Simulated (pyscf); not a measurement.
AlH [singlet] + methane (CH₄) -> H₃C–Al [singlet] + hydrogen (H₂) (four-centre exchange; singlet surface; Al–H, C–H broken, Al–C, H–H formed). Structures and frequencies: ωB97X-D3(BJ)/def2-SVP in PySCF. Energies in kcal/mol from the separated reactants.

```csv
level,barrier,reaction energy
ωB97X-D3(BJ)/def2-TZVP,(withheld),+2.7
PBE/def2-TZVP,20.5,+3.3
r²SCAN/def2-TZVP,21.7,+2.9
PBE0-D3(BJ)/def2-TZVP,23.3,+3.9
M06-2X/def2-TZVP,26.7,+2.1
HF/def2-TZVP,(withheld),(withheld)
```

**Question.** Some entries are withheld; supply them.

**Answer.** 
- ωB97X-D3(BJ)/def2-TZVP, barrier: 27.7
- HF/def2-TZVP, barrier: 48.1
- HF/def2-TZVP, reaction energy: +10.5

The functionals in the table span 7.1 kcal/mol in this barrier, from PBE to ωB97X-D3(BJ)/def2-TZVP. At the saddle there is also a short Al–H contact that neither side keeps. One saddle was located; it need not be the lowest between these sides.
